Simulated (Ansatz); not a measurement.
Results of PBEsol in Ansatz (plane waves, PAW) for fcc Sr.

Numerical settings: plane-wave cutoff 520 eV, 16×16×16 k mesh, Fermi–Dirac smearing 0.05 eV, scalar-relativistic PAW data made under PBE.

A third-order Birch–Murnaghan fit to the energies gives V0 = 51.926 Å³/atom, B0 = 12.4 GPa, B′ = 3.6.

```json
[
 {"V (Å³/atom)": "48.871", "P (GPa)": "0.838"},
 {"V (Å³/atom)": "49.910", "P (GPa)": "?"},
 {"V (Å³/atom)": "50.950", "P (GPa)": "0.243"},
 {"V (Å³/atom)": "51.990", "P (GPa)": "-0.015"},
 {"V (Å³/atom)": "53.030", "P (GPa)": "?"},
 {"V (Å³/atom)": "54.070", "P (GPa)": "-0.467"},
 {"V (Å³/atom)": "55.109", "P (GPa)": "-0.664"}
]
```

Problem. Estimate the withheld pressures from this fit; the answers are the runs' own values.

Solution. 
- 49.910, P (GPa): 0.527
- 53.030, P (GPa): -0.251

The formula P = (3/2) B0 (x^(7/3) − x^(5/3)) [1 + (3/4)(B′ − 4)(x^(2/3) − 1)] with x = V0/V meets the computed pressures within 0.01 GPa when these rounded values are put in.

Measured, for comparison: bulk modulus 12.5 GPa (corrected for temperature and zero-point phonon effects, our sources range from 12.0 to 12.5; as tabulated in Levämäki et al. (2014), arXiv:1402.3671); equilibrium volume per atom 55.22 Å³/atom (low-temperature or extrapolated to 0 K; zero-point anharmonic expansion removed; as tabulated in Csonka et al. (2009), arXiv:0903.4037). Computed (rounded) less measured: bulk modulus -0.8 % (inside the range of the sources held), equilibrium volume per atom -6.0 %.

Ansatz is a program for electronic structure.
